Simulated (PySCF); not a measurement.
# CF⁺: frontier orbitals

PBE0 at R = 1.155 Å; C def2-TZVP, F def2-TZVP; no relativity (PySCF 2.14). State: ¹Σ⁺ (singlet), closed shell. Only the outer orbitals are listed, counted within each symmetry.

```
orbital  occ.  ε (eV)  on C (%)         main shells (%)
     3σ     2  -50.44        18    76 F s, 9 C s, 8 C p
     4σ     2  -31.21        21  60 F p, 18 F s, 18 C s
     1π     2  -27.44        16          83 F p, 14 C p
     1π     2  -27.44        16          83 F p, 14 C p
     5σ     2  -21.94        94          67 C s, 27 C p
     2π     0  -12.50        88          88 C p, 12 F p
     2π     0  -12.50        88          88 C p, 12 F p
```

Which are the highest filled and the lowest empty level, where do they sit, and how wide is the gap?

Highest filled 5σ at -21.94 eV (in %: 67 C s, 27 C p); lowest empty 2π at -12.50 eV (in %: 88 C p, 12 F p); the gap at PBE0 is 9.44 eV.

```json
{
  "bond order (Mayer)": "1.82",
  "⟨S²⟩": "0.000",
  "charge on C (Mulliken, basis-dependent)": "0.68",
  "charge on C (Löwdin, basis-dependent)": "0.34",
  "dipole moment (positive dipole points towards F; it is taken about the centre of mass and depends on that origin)": "-1.02 D",
  "polarisability along the bond": "9.1 bohr³",
  "polarisability across the bond": "7.5 bohr³"
}
```
